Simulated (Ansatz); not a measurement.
Total energies of the cluster B3H6 (the lowest doublet isomer of a short search) from Ansatz at PBE-D4/def2-TZVP, gas phase (1 Eh = 27.2114 eV = 2625.5 kJ/mol). The reference geometry is relaxed at PBE-D4/def2-TZVP.

```xyz
9

B    -0.3521    0.7114   -0.2887
B    -0.4085   -0.7950    0.5787
B     0.9897   -0.3794   -0.1021
H    -0.8998    0.7872   -1.3670
H     2.0232   -0.9634   -0.1022
H    -0.6724   -1.7652    1.2099
H    -1.4017   -0.0405    0.4703
H     1.0768    0.6962   -0.7368
H    -0.3554    1.7486    0.3379
```

```json
{"state": "charge 0 doublet", "geometry": "reference", "energy (Eh)": "-77.94791"}
{"state": "charge 1 singlet", "geometry": "reference", "energy (Eh)": "-77.64866"}
{"state": "charge 1 singlet", "geometry": "relaxed at PBE-D4/def2-TZVP", "energy (Eh)": "-77.66593"}
{"state": "free B atom (doublet)", "geometry": "–", "energy (Eh)": "-24.61008"}
{"state": "free H atom (doublet)", "geometry": "–", "energy (Eh)": "-0.49962"}
```

(1) Work out the vertical ionisation energy to the singlet.

(2) How much does the charge 1 singlet relax, and what is the adiabatic ionisation energy?

(3) What is the binding energy per atom against free atoms?

(1) E(charge 1 singlet) − E(charge 0 doublet) = -77.64866 − (-77.94791) = 0.29925 Eh = 8.14 eV. For comparison, −ε of the highest occupied level of the spin that leaves is 5.01 eV at this level, 3.13 eV less.

(2) Relaxation: -77.64866 − (-77.66593) = 0.01727 Eh = 0.47 eV. Adiabatic ionisation energy: 0.28198 Eh = 7.67 eV, without zero-point energy. 

(3) Atoms: 3 × (-24.61008) + 6 × (-0.49962) = -76.82796 Eh. Binding: -76.82796 − (-77.94791) = 1.11995 Eh = 30.48 eV, or 3.39 eV for each of 9 atoms (no zero-point energy, no counterpoise term).

The structure comes from a short search, and lower isomers may exist.
